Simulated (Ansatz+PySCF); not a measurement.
Values are calculated unless marked as measured or tabulated.
A run of PySCF 2.14.0 on quintet N₂H₂ in separate pieces at this shape:

```yaml
atoms:
  - { symbol: N, position_ang: [0.0000, 0.0000, -0.4711] }
  - { symbol: H, position_ang: [0.0000, 0.0000, 3.2974] }
  - { symbol: N, position_ang: [30.0000, 0.0000, -0.4711] }
  - { symbol: H, position_ang: [30.0000, 0.0000, 3.2974] }
```

Its results:

```yaml
Converged: yes
Total_energy: -109.22992 hartree
Spin_squared_of_the_determinant: 6.018
Cycles: 14
```

(1) Which input gives this output? Name the method, the orbitals and the basis set, and write the input.

Answers

(1) UHF in 6-31G.

```python
from pyscf import gto, scf

mol = gto.M(atom="""
N 0.000000 0.000000 -0.471050
H 0.000000 0.000000 3.297370
N 30.000000 0.000000 -0.471050
H 30.000000 0.000000 3.297370
""", basis='6-31g', charge=0, spin=4)
mf = scf.UHF(mol)
mf.kernel()
print(mf.converged, mf.e_tot, mf.spin_square()[0])
```

This is not the lowest solution: another run reaches a determinant 14.60 eV lower.
